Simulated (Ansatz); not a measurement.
We consider rutile TiO2, described by LDA in Ansatz (plane waves, PAW).

Numerical settings: plane-wave cutoff 520 eV, 6×6×8 k mesh (along the axes of the cell as run), perturbation theory, no spin polarisation, scalar-relativistic PAW data made under PBE.

Cell (relaxed at this level):

```yaml
crystal:
  lattice:
    - [4.54818, 0.00000, 0.00000]
    - [0.00000, 4.54818, 0.00000]
    - [0.00000, 0.00000, 2.91721]
  atoms:
    - { symbol: Ti, position: [0.00000, 0.00000, 0.00000] }
    - { symbol: Ti, position: [0.50000, 0.50000, 0.50000] }
    - { symbol: O, position: [0.30396, 0.30396, 0.00000] }
    - { symbol: O, position: [0.80396, 0.19604, 0.50000] }
    - { symbol: O, position: [0.19604, 0.80396, 0.50000] }
    - { symbol: O, position: [0.69604, 0.69604, 0.00000] }
```

Give the computed high-frequency dielectric constant (mean over three axes) and static dielectric constant (mean over three axes).


- high-frequency dielectric constant (mean over three axes): 7.93
- static dielectric constant (mean over three axes): 262

Measured, for comparison: high-frequency dielectric constant 6.34 (temperature not stated, not corrected to a static lattice, mean; as tabulated in Skone et al. (2014), arXiv:1501.03184); static dielectric constant 114 (temperature not stated, not corrected to a static lattice, mean of the two values across and the one along c; as tabulated in Harker's crystal data pages). Computed (rounded) less measured: high-frequency dielectric constant +25 %, static dielectric constant +130 %.

Ansatz is an electronic-structure program.
